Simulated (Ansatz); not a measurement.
A structure relaxed at PBE0-D4/def2-TZVP, charge 0, multiplicity 2:

```tsv
atom	x (Å)	y (Å)	z (Å)
F1	-0.782	-0.839	0.731
C2	-0.058	0.146	0.233
Cl3	-0.772	0.896	-1.125
Cl4	1.612	-0.203	0.161
```

(1) Give its formula and SMILES.

(2) Point group (tolerance 0.08 Å, 0.16 Å for H)?

(3) Summarise the bond lengths by kind.

Results:

(1) CCl2F, `F[C](Cl)Cl`.

(2) Cs.

(3) 1 × C–F 1.320 Å; 2 × C–Cl 1.708 Å.

Results of the Gaussian-basis code of Ansatz.
